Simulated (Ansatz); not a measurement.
Cost and result for the atomization energy of CH₃BO (`BC=O`) (6 atoms, 5 bonds).

| atom | x (Å) | y (Å) | z (Å) |
| --- | --- | --- | --- |
| B1 | 0.222 | -0.587 | -0.420 |
| C2 | -0.081 | 0.529 | 0.593 |
| O3 | -0.912 | 1.117 | -0.083 |
| H4 | 1.039 | -0.383 | -1.264 |
| H5 | -0.474 | -1.555 | -0.425 |
| H6 | 0.206 | 0.879 | 1.599 |

Total charge 0; spin multiplicity 1. The geometry is a stationary point of PBE0-D4/def2-TZVP. Program: Ansatz. All runs use 2 threads of an Arm Neoverse V1 on a shared host. Times are those of one run each, without the atoms' runs, and a repeat can differ threefold. Electronic energies, without spin–orbit coupling; frozen cores. CCSD(T)/CBS adds CCSD(T) − MP2 in def2-TZVPP to the MP2 limit, and its time is that of the two runs behind it. T1 = 0.021. B3LYP takes the VWN-RPA correlation (the form of Gaussian; ORCA's B3LYP/G). HSE06 is the plane-wave form, built on full-range PBE exchange.

CCSD(T)/CBS is a level of theory with its own doubt, some kJ/mol a heavy atom from the limit and from the frozen cores, so smaller differences don't rank the functionals.

| level | functions | wall time | atomization (kcal/mol) | difference from CCSD(T)/CBS | per bond |
| --- | --- | --- | --- | --- | --- |
| CCSD(T)/def2-SVP | 57 | 0.65 s | 517.4 | -22.4 | -4.5 |
| revPBE-D4/def2-TZVPP | 135 | 0.95 s | 546.2 | 6.4 | 1.3 |
| HSE06-D4/def2-TZVPP | 135 | 1.2 s | 545.0 | 5.2 | 1.0 |
| CAM-B3LYP-D4/def2-TZVPP | 135 | 1.3 s | 546.4 | 6.6 | 1.3 |
| B3LYP-D4/def2-TZVPP (with forces) | 135 | 1.4 s | 545.3 | 5.5 | 1.1 |
| B2PLYP/def2-TZVPP | 135 | 1.9 s | 540.4 | 0.6 | 0.1 |
| r2SCANh-D4/def2-TZVPP | 135 | 1.9 s | 541.6 | 1.8 | 0.4 |
| PBE-QIDH/def2-TZVPP | 135 | 1.9 s | 538.2 | -1.6 | -0.3 |
| ωB97X-V/def2-TZVPP | 135 | 3.5 s | 543.1 | 3.3 | 0.6 |
| ωB97M-V/def2-TZVPP (with forces) | 135 | 4.1 s | 544.9 | 5.1 | 1.0 |
| MP2/def2-QZVPP | 261 | 5.5 s | 548.1 | 8.3 | 1.7 |
| CCSD(T)/def2-TZVPP | 135 | 8 s | 526.8 | -13.0 | -2.6 |
| CCSD(T)/CBS(def2) | – | 14 s | 539.8 | 0.0 | 0.0 |

From PBE to PBE0 (25 % exact exchange), in def2-TZVPP and without D4, the atomization energy moves by −16.4 kcal/mol: exact exchange takes away binding that semilocal exchange gives to molecules. The D4 term adds +2.4 kcal/mol with B3LYP and +1.2 kcal/mol with PBE0; it sums over pairs of atoms, weighted by their polarisabilities, and B3LYP, whose exchange is more repulsive, gets the larger term. In def2-TZVPP, CCSD(T) changes the Hartree–Fock value by +136.6 kcal/mol (the triples alone add +9.9 kcal/mol) and MP2 by +150.1 kcal/mol; breaking electron pairs costs correlation energy, which Hartree–Fock lacks.
